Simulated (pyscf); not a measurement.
Single points on ωB97X-D3(BJ)/def2-SVP structures (PySCF, gas phase). MP2 and CC: frozen core, UHF for open shells. ΔMP2 is the change of the MP2 total energy from the triple- to the quadruple-zeta basis.

**Question.** Estimate the classical barrier height and the reaction energy of H₃Si–GeH₃ (SMILES [SiH3][GeH3]) + H• (SMILES [H]) → GeH₃• (SMILES [GeH3]) + SiH₄ (SMILES [SiH4]) at CCSD(T)/def2-TZVPP + ΔMP2(QZVPP). The step runs on the doublet surface, breaks Ge–Si and forms H–Si; take the separated reactants as zero.

**Answer.** ΔE‡ = 4.9 kcal/mol, ΔE = -19.7 kcal/mol. Zero-point energy shifts the barrier by +0.8 kcal/mol. It is a substitution at Si, with an imaginary mode of 564i cm⁻¹. One saddle was located; it need not be the lowest between these sides. The angle at the attacked Si is 180°. The CCSD(T) − MP2 part came from Ansatz, without density fitting, on the same reference. The frozen core leaves the outer d or s,p core shells of the metals and heavy elements correlated in the MP2 and CC values, and def2-TZVPP describes them poorly, which can shift differences by a few kcal/mol. Elements up to Kr have no core potential and no relativistic terms here.
